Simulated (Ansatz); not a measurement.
Born–Oppenheimer molecular dynamics of CH6BN (9 atoms, charge 0, multiplicity 1). It starts from a relaxed structure.

Level of theory: RKS PBE/def2-SVP (Ansatz 0.2.0).

- ensemble: NVE (velocity Verlet)
- time step: 1 fs
- steps asked: 100
- starting velocities drawn for: 700 K
- masses: H 2.014 u
- seed: 488154

First frame:

```xyz
9
Properties=species:S:1:pos:R:3
B 0.126 0.262 0.030
C 0.041 -0.089 1.567
H -0.862 -0.705 1.770
H 0.922 -0.629 1.971
H -0.098 0.838 2.166
N 1.229 -0.086 -0.761
H 2.045 -0.584 -0.400
H 1.296 0.135 -1.755
H -0.785 0.859 -0.528
```

Question: How far do the bonds stretch over the last three quarters of this one trajectory? (Pairs bonded in most of those frames.)

Answer: 
| bond | mean (Å) | spread (Å) | shortest | longest |
| --- | --- | --- | --- | --- |
| B1–C2 | 1.586 | 0.023 | 1.55 | 1.64 |
| B1–N6 | 1.405 | 0.026 | 1.35 | 1.45 |
| B1–H9 | 1.226 | 0.027 | 1.18 | 1.28 |
| C2–H3 | 1.110 | 0.024 | 1.07 | 1.15 |
| C2–H4 | 1.120 | 0.038 | 1.06 | 1.18 |
| C2–H5 | 1.117 | 0.018 | 1.08 | 1.16 |
| N6–H7 | 1.025 | 0.013 | 1.00 | 1.05 |
| N6–H8 | 1.022 | 0.014 | 1.00 | 1.04 |

Mean temperature of the second half: 324 K. The conserved energy stayed within 0.66 meV per atom of its start (net change 0.34 meV per atom), so the integration is sound. The temperature averaged 0.46 of the 700 K drawn at the start: a run that starts near a minimum puts about half its kinetic energy into the potential. A run of 0.1 ps of so small a system gives no equilibrium averages.

The run took 2.6 min on 1 thread of Arm Neoverse V1 (shared host), peak memory 0.11 GiB.
